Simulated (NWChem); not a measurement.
**Correlation energy of ethanethiol (C₂H₆S)**

```xyz
9

C     -1.4828     0.7695    -0.2516
C     -0.5455    -0.4168    -0.4452
S      1.0731    -0.2620     0.4140
H     -2.4515     0.5832    -0.7463
H     -1.0578     1.6896    -0.6848
H     -1.6695     0.9571     0.8169
H     -0.9823    -1.3347    -0.0204
H     -0.3659    -0.6175    -1.5130
H      1.5271     0.7979    -0.2957
```
Charge 0, spin multiplicity 1.

The numbers come from NWChem runs, not from measurements. The geometry was optimised at B3LYP/def2-SVP, a minimum by its harmonic frequencies. It is one conformer; others weren't searched.

Basis set: 6-311G**. Each correlation energy counts from its own Hartree-Fock reference.

The correlated methods keep 7 core orbitals frozen. The Pople sets run with spherical d functions. Coupled-cluster values serve here as a point of comparison, not as the truth.

One of these methods gave a correlation energy of -493.6 mHa. Which?
A) CCSD
B) CCSD(T)
C) MP2
D) SCS-MP2

A, CCSD. The others give -450.7 (SCS-MP2), -448.1 (MP2), -509.4 (CCSD(T)).
